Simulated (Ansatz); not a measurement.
```xyz
12

N     0.1290   -1.3767    1.1197
C    -0.0534   -0.6697   -0.1207
C     1.1230    0.1415   -0.6055
C     0.4307    1.2778   -0.6961
C    -0.8552    0.6849   -0.1812
H    -0.7311   -1.8159    1.4232
H     0.4304   -0.7442    1.8515
H    -0.4170   -1.3818   -0.8697
H     2.1497   -0.1357   -0.8166
H     0.6812    2.2714   -1.0503
H    -1.7148    0.7122   -0.8591
H    -1.1722    1.0361    0.8048
```

Charge 0, multiplicity 1.

(1) List the PBE/def2-TZVPP orbital energies in eV (the Gaussian-basis code of Ansatz). (An estimate is asked.)

Results:

(1) Ansatz gave: Occupied: -379.97, -269.74, -268.96, -268.83, -268.78, -22.42, -20.57, -16.03, -15.47, -12.88, -12.35, -11.92, -10.80, -9.41, -9.19, -8.30, -7.53, -6.23, -5.32. Lowest empty: -0.80, 0.63, 1.36, 1.41, 1.85, 2.20, 2.44, 2.76.
